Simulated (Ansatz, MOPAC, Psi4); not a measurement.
Gas-phase reaction in SMILES: CCC + C (CH4) → 2 CC (C2H6) [ethane]

Wanted: bond separation energy (enthalpy at 298 K), in kcal/mol. Terms: non-relativistic; no spin-orbit coupling; six Cartesian d functions in 6-31G* and its kin unless marked 5d; no dispersion term unless named. First-principles rows: single points at B3LYP-D3(BJ) geometries (Ansatz, a program for electronic structure), with unscaled harmonic terms from B3LYP/6-31G* (Ansatz) at its own minima. Semi-empirical rows: MOPAC heats of formation at their own minima for 298 K.

| species | coefficient | E at wB97X-D/6-31G* (Psi4), Eh | E at PBE/def2-TZVPD (Ansatz), Eh | H(298 K) - E, kcal/mol | heat of formation at MNDO (MOPAC), kcal/mol |
|---|---|---|---|---|---|
| CCC | -1 | -119.10480 | -119.00122 | 68.75 | -24.98 |
| C (CH4) | -1 | -40.50183 | -40.46301 | 30.76 | -11.96 |
| CC (C2H6) | +2 | -79.80199 | -79.73096 | 49.98 | -19.75 |

Measured values: Active Thermochemical Tables 1.112 (ions: stationary electron), as tabulated in the package chemicals; they hold spin-orbit and core effects, anharmonicity.  Value to compare with, the measured value: 2.7 kcal/mol. 1 Eh = 627.5095 kcal/mol.

Task: Compute it at each level from the table, and compare with the measured value.

Result: 
- wB97X-D/6-31G*: the sum of coefficient times E is 0.00265 Eh, or 1.66 kcal/mol; the thermal terms add 0.45. Result: 2.1 kcal/mol. Its error against the measured value is -0.6 kcal/mol.
- PBE/def2-TZVPD: the sum of coefficient times E is 0.00231 Eh, or 1.45 kcal/mol; the thermal terms add 0.45. Result: 1.9 kcal/mol. Its error against the measured value is -0.8 kcal/mol.
- MNDO: the sum of coefficient times heat of formation is -2.56 kcal/mol; it needs no thermal term. Its error against the measured value is -5.3 kcal/mol.
